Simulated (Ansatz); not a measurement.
# CAlCl: the cost of one run

Computed with Ansatz 0.2.0, Gaussian basis. Level: def2-TZVPP, core rule «outside noble gas», up to 11 orbitals frozen.

Plan: UHF; ROHF; CCSD(T) on UHF.

4 further runs of the same task are left out: 4 set aside as unsound or not needed.

### Step 1. The system

The geometry is a PBE0/def2-TZVP stationary point (not a proven minimum) of the parent state, kept for this charge and spin.

3 atoms, charge 0, spin multiplicity 3.

Atoms are counted from 1 here; the program's logs count them from 0.

Bond lengths: C1–Al2 1.931 Å, Al2–Cl3 2.088 Å. Angles: C1–Al2–Cl3 180.0°.

### Step 2. UHF

File in.yaml:

```yaml
crystal:
  periodic: [false, false, false]
  atoms:
    - {symbol: C, position_ang: [0.000000, 0.000000, -1.983300]}
    - {symbol: Al, position_ang: [0.000000, 0.000000, -0.052500]}
    - {symbol: Cl, position_ang: [0.000000, 0.000000, 2.035800]}
basis:
  gaussian: {orbitals: def2-TZVPP}
magnetization: {spin_polarized: true, initial_magnetization: 2}
hamiltonian: {xc: hf}
output: {orbitals: {seedname: orbitals}}
```

The run is started by

```console
> ansatz run in.yaml --threads 1 --pin off --events-out ev --progress --plain --max-ram 2393MiB
```

What time and memory should one allow on 1 thread of Intel Xeon Platinum 8259CL at 2.50GHz, shared host?

About 12 s, with a peak of 0.31 GiB.
